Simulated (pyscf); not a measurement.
**LiH, singlet**

Gas-phase minimum from PySCF at ωB97X-D3(BJ)/def2-SVP, one conformer. 

SMILES: [LiH]
```xyz
2

Li     0.2522    -0.2339     0.6637
H     -0.7431     0.5093     1.6623
```

Bonds (Å): Li1–H2 1.594.

Properties at ωB97X-D3(BJ)/def2-SVP:

```
Property                                                                                                                         Value
---------------------------------------------------------------------------------------------------------------------  ---------------
Harmonic wavenumbers, unscaled                                                                                               1450 cm⁻¹
Zero-point energy                                                                                                         2.1 kcal/mol
Rotational symmetry number                                                                                                           1
Entropy of this conformer at 298 K and 1 atm, rigid rotor and harmonic oscillator, modes under 100 cm⁻¹ raised to 100  170.5 J/(mol K)
Dipole moment                                                                                                                   5.70 D
```

Single-point totals, which compare only within one level (frozen core for MP2 and CC):

```json
[
 {"level": "ωB97X-D3(BJ)/def2-TZVP", "total energy (hartree)": "-8.08788"},
 {"level": "PBE/def2-TZVP", "total energy (hartree)": "-8.04536"},
 {"level": "r²SCAN/def2-TZVP", "total energy (hartree)": "-8.06630"},
 {"level": "B3LYP-D3(BJ)/def2-TZVP", "total energy (hartree)": "-8.08732"},
 {"level": "PBE0-D3(BJ)/def2-TZVP", "total energy (hartree)": "-8.05078"},
 {"level": "M06-2X/def2-TZVP", "total energy (hartree)": "-8.06943"},
 {"level": "ωB97M-D3(BJ)/def2-TZVP", "total energy (hartree)": "-8.07994"},
 {"level": "HF/def2-TZVPP", "total energy (hartree)": "-7.98600"},
 {"level": "MP2/def2-TZVPP", "total energy (hartree)": "-8.04355"},
 {"level": "CCSD/def2-TZVPP", "total energy (hartree)": "-8.05628"},
 {"level": "CCSD(T)/def2-TZVPP", "total energy (hartree)": "-8.05637"}
]
```

The CCSD(T) − MP2 part came from Ansatz, without density fitting, on the same reference. The frozen core leaves the outer d or s,p core shells of the metals and heavy elements correlated in the MP2 and CC values, and def2-TZVPP describes them poorly, so these totals are far from the basis limit.
